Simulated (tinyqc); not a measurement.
Ways to converge the cycle: SCF convergence aids in the sto-3g basis, for H2O, spin multiplicity 3. Computed by the program tinyqc with PySCF. UHF with one setting changed at a time; a run stops when the energy changes by less than 1e-09 hartree and the error matrix is below 1e-5. The start is random orbitals. Damping d keeps d of the old density; a shift (hartree) raises the virtual levels; DIIS n extrapolates F over n matrices.

Geometry (angstrom):
```
atom,x,y,z
O,0.0000,0.0000,0.0000
H,0.0000,0.8680,0.8210
H,0.0000,-0.8680,0.8210
```

lowest solution found by these runs and by PySCF with stability checks = -74.704328 hartree

Largest element of the error matrix X^T (FDS - SDF) X:
```
iteration,plain,damping 0.3,damping 0.6,shift 0.4,DIIS 3,DIIS 8
1,6.5e+00,6.5e+00,6.5e+00,6.5e+00,6.5e+00,6.5e+00
2,2.5e-01,2.0e+00,3.9e+00,3.5e-01,2.5e-01,2.5e-01
3,4.0e-02,6.4e-01,2.4e+00,7.0e-02,3.9e-02,3.9e-02
4,2.2e-02,2.1e-01,1.4e+00,3.9e-02,2.2e-02,2.2e-02
5,1.8e-02,6.7e-02,8.9e-01,2.8e-02,1.6e-02,1.6e-02
6,1.5e-02,2.2e-02,5.4e-01,2.5e-02,1.0e-02,8.1e-03
8,1.0e-02,1.5e-02,2.0e-01,2.0e-02,3.1e-03,2.9e-03
10,7.4e-03,1.2e-02,7.6e-02,1.6e-02,7.7e-04,7.2e-04
14,3.9e-03,7.4e-03,1.4e-02,1.0e-02,5.3e-04,2.7e-04
20,1.6e-03,3.9e-03,9.7e-03,5.4e-03,1.8e-04,5.2e-04
30,6.2e-04,1.4e-03,5.1e-03,2.0e-03,1.0e-04,3.1e-04
45,4.8e-04,6.5e-04,2.1e-03,4.8e-04,4.9e-05,-
60,3.9e-04,5.4e-04,9.4e-04,2.1e-04,1.5e-05,-
```

How each run ends:
```
run,iterations,E (hartree),state
plain,>60,-74.704175,"falls steadily but slowly, by a factor of about 0.99 a step"
damping 0.3,>60,-74.704127,"falls steadily but slowly, by a factor of about 0.99 a step"
damping 0.6,>60,-74.704030,"falls steadily but slowly, by a factor of about 0.95 a step"
shift 0.4,>60,-74.704237,"falls steadily but slowly, by a factor of about 0.96 a step"
DIIS 3,>60,-74.704327,"falls in a zigzag, on average by a factor of about 0.90 a step"
DIIS 8,35,-74.704328,lowest found
```

What does the comparison show, and why?

1 of 6 runs reach the lowest solution found, in 35 to 35 iterations (fastest: DIIS 8). Not converged: plain, damping 0.3, damping 0.6, shift 0.4, DIIS 3. DIIS 8 gains by cancelling the error over several earlier matrices, much as a quasi-Newton step does. DIIS minimises the error, not the energy, so it can stall or settle near a saddle, and its small system turns near-singular when few rotations are active.
